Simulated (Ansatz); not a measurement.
The input, for Ansatz 0.2.0:

```yaml
crystal:
  periodic: [false, false, false]
  atoms:
    - {symbol: B, position_ang: [-0.015433, -0.084306, 1.476211]}
    - {symbol: B, position_ang: [-0.016266, 0.104913, -0.082706]}
    - {symbol: F, position_ang: [0.031698, -0.020607, -1.393505]}
basis:
  gaussian: {orbitals: cc-pVDZ}
magnetization: {spin_polarized: true, initial_magnetization: 1}
hamiltonian: {xc: hf}
scf: {lower_state_search: light}
output: {orbitals: {seedname: orbitals}}
```

```sh
$ ansatz run in.yaml --threads 1 --pin off --events-out ev --progress --plain --max-ram 2393MiB
```

Log:

```
393 factors; integrals over basis functions are off by at most 1.2e-3 eV
mean field evaluation 1: about -4043.4295 eV, gradient 1.5e1 eV
mean field evaluation 2: about -4043.5258 eV, gradient 1.5e1 eV
mean field evaluation 4: about -4044.9483 eV, gradient 2.2e0 eV
mean field evaluation 8: about -4045.0537 eV, gradient 4.8e-1 eV
mean field evaluation 16: about -4045.0638 eV, gradient 2.6e-2 eV
mean field evaluation 32: about -4045.8293 eV, gradient 5.2e-6 eV
mean field evaluation 64: about -4043.5084 eV, gradient 9.7e0 eV
mean field evaluation 96: about -4045.7782 eV, gradient 3.3e-1 eV
mean field evaluation 128: about -4045.6814 eV, gradient 4.6e-1 eV
mean field evaluation 160: about -4045.6899 eV, gradient 1.0e0 eV
mean field evaluation 192: about -4045.3368 eV, gradient 4.8e0 eV
mean field evaluation 224: about -4045.7981 eV, gradient 9.9e-1 eV
mean field evaluation 256: about -4042.9980 eV, gradient 9.6e0 eV
mean field evaluation 288: about -4043.5956 eV, gradient 1.6e1 eV
mean field evaluation 320: about -4044.6008 eV, gradient 9.7e0 eV
mean field evaluation 352: about -4044.8504 eV, gradient 8.3e-1 eV
mean field evaluation 384: about -4042.8694 eV, gradient 1.4e1 eV
mean field evaluation 416: about -4045.8358 eV, gradient 6.5e-2 eV
mean field evaluation 448: about -4045.5730 eV, gradient 4.0e0 eV
mean field evaluation 480: about -4043.2783 eV, gradient 7.2e0 eV
mean field evaluation 512: about -4045.8065 eV, gradient 1.1e-1 eV
mean field evaluation 544: about -4044.9131 eV, gradient 7.2e-1 eV
mean field evaluation 576: about -4045.0639 eV, gradient 6.8e-4 eV
mean field -4045.90007677 eV, -148.6840854116 hartree, gradient 1.9e-6 eV, S^2 1.740027; 11 other end points of the search recorded, 0 dependent functions left out
reference -4045.90007677 eV, -148.6840854116 hartree; 10, 9 occupied and 32, 33 virtual orbitals, 393 factors
Total energy: -4045.90007677 eV, -148.6840854116 hartree
```

Ran on 1 thread of Arm Neoverse N1, shared host: 2.9 s wall, 0.07 GiB peak host memory.
